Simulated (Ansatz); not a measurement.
Frontier orbitals of `CC(=S)C(=N)F`.

Total charge 0; spin multiplicity 1. The geometry is a stationary point of PBE0-D4/def2-TZVP. It is one conformer, not always the lowest. Basis def2-TZVPP, the Gaussian-basis code of Ansatz.

| functional | HOMO (eV) | LUMO (eV) | gap (eV) |
| --- | --- | --- | --- |
| PBE | -5.57 | -3.95 | 1.62 |
| BLYP | -5.42 | -3.80 | 1.62 |
| r2SCAN | -5.81 | -3.91 | 1.90 |
| PBE0 | -6.86 | -3.12 | 3.74 |
| r2SCAN0 | -7.02 | -3.11 | 3.91 |
| HSE06 (plane-wave form) | -6.46 | -3.50 | 2.96 |
| ωB97M-V | -9.10 | -0.99 | 8.11 |

Against PBE, PBE0 changes HOMO and LUMO by −1.29 and +0.83 eV, ωB97M-V by −3.53 and +2.96 eV. A gap of 1.62 eV thus becomes 8.11 eV for the same molecule, so an orbital gap means little without its functional.
